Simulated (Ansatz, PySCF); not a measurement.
This PySCF input computes a r2SCAN/def2-TZVPD energy:

```python
from pyscf import gto, scf, dft

mol = gto.M(
    atom='''
    N    -0.15425100    0.63571218    0.00349027
    N     0.15425100   -0.63571218   -0.00349027
    H    -0.32662509    1.10030571    0.88708063
    H    -0.33611639    1.10767314   -0.87427379
    H     0.33611639   -1.10767314    0.87427379
    H     0.32662509   -1.10030571   -0.88708063
    ''',
    basis='def2-tzvpd',
    charge=1,
    spin=1,
    verbose=4,
)

mf = dft.UKS(mol, xc='r2scan').density_fit(auxbasis='def2-universal-jkfit')
mf.grids.level = 4
mf.conv_tol = 1e-9
mf.max_cycle = 100
mf.max_memory = 1500
mf.kernel()
if not mf.converged:
    mf = mf.newton()
    mf.kernel(mf.make_rdm1())
for _ in range(2):
    mo, _, stable, _ = mf.stability(return_status=True)
    if stable:
        break
    mf.kernel(mf.make_rdm1(mo, mf.mo_occ))
mf.analyze()
```

Q: Write an input for the same energy in Ansatz (a program for electronic structure) and say what it gives.

A: 
Ansatz 0.2 input:
```yaml
crystal:
  periodic: [false, false, false]
  atoms:
    - {symbol: N, position_ang: [-0.15425100, 0.63571218, 0.00349027]}
    - {symbol: N, position_ang: [0.15425100, -0.63571218, -0.00349027]}
    - {symbol: H, position_ang: [-0.32662509, 1.10030571, 0.88708063]}
    - {symbol: H, position_ang: [-0.33611639, 1.10767314, -0.87427379]}
    - {symbol: H, position_ang: [0.33611639, -1.10767314, 0.87427379]}
    - {symbol: H, position_ang: [0.32662509, -1.10030571, -0.88708063]}
basis:
  gaussian:
    orbitals: def2-TZVPD
hamiltonian:
  xc: {name: r2SCAN}
total_charge: 1
magnetization: {spin_polarized: true, initial_magnetization: 1}
output: {forces: true}
```
It gives -111.56531 Eh, and PySCF -111.56538 Eh, a difference of 0.07 mEh, from the treatment of integrals and grids.
